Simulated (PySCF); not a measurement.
Isomers of C3H6OS. The calculation used PySCF 2.14.0, density-fitted response routines, TDDFT wB97X-D/def2-SVPD, vertical, gas phase, core orbitals frozen in the response. Geometries: PBE0-D3(BJ)/def2-SVP; one conformer of each isolated species. Triplets are in the Tamm–Dancoff approximation.

A. `CO[C@H]1CS1`
B. `COCC=S`
C. `O=S1CCC1`

Lowest singlet levels (six at most, fewer where fewer were computed) with oscillator strengths:

1. 5.50 eV (f 0.024); 5.81 eV (f 0.002); 6.56 eV (f 0.024); 6.83 eV (f 0.001); 6.98 eV (f 0.026); 7.15 eV (f 0.069); T1 4.77 eV
2. 5.01 eV (f 0.000); 6.35 eV (f 0.020); 6.90 eV (f 0.027); 7.02 eV (f 0.117); 7.39 eV (f 0.035); 7.61 eV (f 0.034); T1 4.63 eV
3. 2.44 eV (f 0.000); 5.10 eV (f 0.051); 6.17 eV (f 0.198); 6.64 eV (f 0.087); 6.71 eV (f 0.001); 6.96 eV (f 0.041); T1 2.00 eV

Problem. Match each spectrum to its molecule.

Solution. 1 = C, 2 = A, 3 = B.
- A: S1 at 5.01 eV, HOMO→LUMO (90%); Löwdin shares by element: HOMO sulfur 75%, carbon 16% or more; LUMO sulfur 55%, carbon 27% or more, oxygen 4%; HOMO -8.57 and LUMO 1.74 eV.
- B: S1 at 2.44 eV, HOMO→LUMO (100%); S1 has the pattern of n→π* at C=S; HOMO -8.55 and LUMO -0.61 eV.
- C: S1 at 5.50 eV, HOMO→LUMO (88%), HOMO→LUMO+5 (9%); Löwdin shares by element: HOMO oxygen 48%, sulfur 29%, carbon 16% or more; LUMO sulfur 51%, carbon 20% or more, oxygen 11% (atoms not listed hold the other 18%); HOMO -8.57 and LUMO 1.81 eV; point group Cs.
